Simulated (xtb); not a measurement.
xtb input (GFN2-xTB):

```bash
xtb mol.xyz --gfn 2 --sp --chrg 1 --uhf 0
```
mol.xyz:
```
8

C      0.02626120     0.80023624    -0.00162620
N     -0.02330573    -0.71017665     0.00144319
H     -0.99358514     1.17371220    -0.00278660
H     -0.51214923    -1.06595556     0.82736530
H     -0.51150715    -1.06933122    -0.82339698
H      0.55255591     1.12478962     0.89126304
H      0.55325085     1.12113599    -0.89542565
H      0.91700769    -1.11453191     0.00263580
```

End of the output:

```
         :::::::::::::::::::::::::::::::::::::::::::::::::::::
         ::                     SUMMARY                     ::
         :::::::::::::::::::::::::::::::::::::::::::::::::::::
         :: total energy              -7.665535936694 Eh    ::
         :: gradient norm              0.023524222590 Eh/a0 ::
         :: HOMO-LUMO gap             10.818884931324 eV    ::
         ::.................................................::
         :: SCC energy                -7.776111974933 Eh    ::
         :: -> isotropic ES            0.119285303896 Eh    ::
         :: -> anisotropic ES         -0.011721480564 Eh    ::
         :: -> anisotropic XC          0.007668971218 Eh    ::
         :: -> dispersion             -0.001374913564 Eh    ::
         :: repulsion energy           0.110576038239 Eh    ::
         :: add. restraining           0.000000000000 Eh    ::
         :: total charge               1.000000000000 e     ::
         :::::::::::::::::::::::::::::::::::::::::::::::::::::

           -------------------------------------------------
          |                Property Printout                |
           -------------------------------------------------

    * Orbital Energies and Occupations

         #    Occupation            Energy/Eh            Energy/eV
      -------------------------------------------------------------
         1        2.0000           -0.9120030             -24.8169
         2        2.0000           -0.8551969             -23.2711
         3        2.0000           -0.8172618             -22.2388
         4        2.0000           -0.8172618             -22.2388
         5        2.0000           -0.7576496             -20.6167
         6        2.0000           -0.6876086             -18.7108
         7        2.0000           -0.6876086             -18.7108 (HOMO)
         8                         -0.2900219              -7.8919 (LUMO)
         9                         -0.1683974              -4.5823
        10                         -0.1019146              -2.7732
        11                         -0.1019146              -2.7732
        12                         -0.0463262              -1.2606
        13                          0.0298040               0.8110
        14                          0.0298040               0.8110
      -------------------------------------------------------------
                  HL-Gap            0.3975867 Eh           10.8189 eV
             Fermi-level           -0.4888153 Eh          -13.3013 eV
Note: The following floating-point exceptions are signalling: IEEE_DENORMAL
normal termination of xtb

     #   Z          covCN         q      C6AA      α(0)
     1   6 C        3.677    -0.098    22.606     6.811
     2   7 N        3.481    -0.118    23.554     7.208
     3   1 H        0.925     0.130     1.537     1.939
     4   1 H        0.859     0.275     0.791     1.394
     5   1 H        0.859     0.275     0.791     1.394
     6   1 H        0.925     0.130     1.537     1.939
     7   1 H        0.925     0.130     1.537     1.939
     8   1 H        0.859     0.275     0.791     1.394

 Mol. C6AA /au·bohr⁶  :        255.049326
 Mol. C8AA /au·bohr⁸  :       4966.417390
 Mol. α(0) /au        :         24.016370

Wiberg/Mayer (AO) data.
largest (>0.10) Wiberg bond orders for each atom

 ---------------------------------------------------------------------------
     #   Z sym  total        # sym  WBO       # sym  WBO       # sym  WBO
 ---------------------------------------------------------------------------
     1   6 C    3.869 --     6 H    0.974     7 H    0.974     3 H    0.974
                             2 N    0.945
     2   7 N    3.679 --     1 C    0.945     8 H    0.911     4 H    0.911
                             5 H    0.911
     3   1 H    0.983 --     1 C    0.974
     4   1 H    0.924 --     2 N    0.911
     5   1 H    0.924 --     2 N    0.911
     6   1 H    0.983 --     1 C    0.974
     7   1 H    0.983 --     1 C    0.974
     8   1 H    0.924 --     2 N    0.911
 ---------------------------------------------------------------------------

Topologies differ in total number of bonds
Writing topology from bond orders to xtbtopo.mol

molecular dipole:
                 x           y           z       tot (Debye)
 q only:       -0.028      -0.843       0.002
   full:       -0.036      -1.085       0.002       2.758
molecular quadrupole (traceless):
                xx          xy          yy          xz          yz          zz
 q only:       -1.375       0.136       2.754      -0.000      -0.008      -1.379
  q+dip:       -0.745       0.074       1.493      -0.000      -0.005      -0.748
   full:       -1.079       0.106       2.162      -0.000      -0.007      -1.083

           -------------------------------------------------
          | TOTAL ENERGY               -7.665535936694 Eh   |
          | GRADIENT NORM               0.023524222590 Eh/α |
          | HOMO-LUMO GAP              10.818884931324 eV   |
           -------------------------------------------------

------------------------------------------------------------------------
------------------------------------------------------------------------
 total:
 SCF:
```

It need not be the lowest isomer of its formula.
